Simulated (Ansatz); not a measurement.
`C=CC` → `C=C` + `[CH2]` (triplet) at 500 K and 1 bar (formal loss of a carbene).

Gas-phase electronic energies from Ansatz, PBE0-D4/def2-TZVP geometries. CCSD(T)/CBS is the MP2 limit (def2-TZVPP, def2-QZVPP) plus CCSD(T) − MP2 in def2-TZVPP, frozen cores. This one scheme is used for every species. Triplets are unrestricted, without spin–orbit coupling.

```csv
species,CCSD(T)/CBS energy (Eh),H − E (kJ/mol),S (J/(mol·K))
`C=CC`,-117.74610,238.4,304.6
`C=C`,-78.48111,155.1,245.3
`[CH2]` (triplet),-39.09499,62.7,213.9
```

H − E and S are ideal-gas, rigid-rotor, harmonic terms from PBE0-D4/def2-TZVP, with the whole ground term of open shells counted as degenerate. 1 Eh = 2625.50 kJ/mol, R = 8.31446 J/(mol·K).

Question: By hand: ΔE, ΔH, ΔS and ΔG.

Answer: ΔE = (-78.48111) + (-39.09499) − (-117.74610) = 0.17000 Eh = 446.3 kJ/mol. Δ(H − E) = 155.1 + 62.7 − 238.4 = -20.6, so ΔH = 425.7 kJ/mol. ΔS = 245.3 + 213.9 − 304.6 = 154.6 J/(mol·K). ΔG = 425.7 − 500 × (154.6)/1000 = 348.4 kJ/mol.

Question: By hand: the equilibrium constant, and the temperature at which ΔG would vanish if ΔH and ΔS stayed fixed.

Answer: log₁₀ K = −ΔG/(RT ln 10) = -36.4. ΔG = 0 at ΔH/ΔS = 2754 K, far beyond where these terms or the molecules hold.

The number of gas molecules changes by +1, which sets the sign of ΔS. A doubt of 5 kJ/mol in ΔE shifts log₁₀ K by 0.5 here. A triplet takes part, so the spin changes. These are equilibria of isolated gas molecules and say nothing of rates. Largest T1 diagnostic: 0.011 (customary marks: 0.02 for closed shells, 0.045 for open ones).
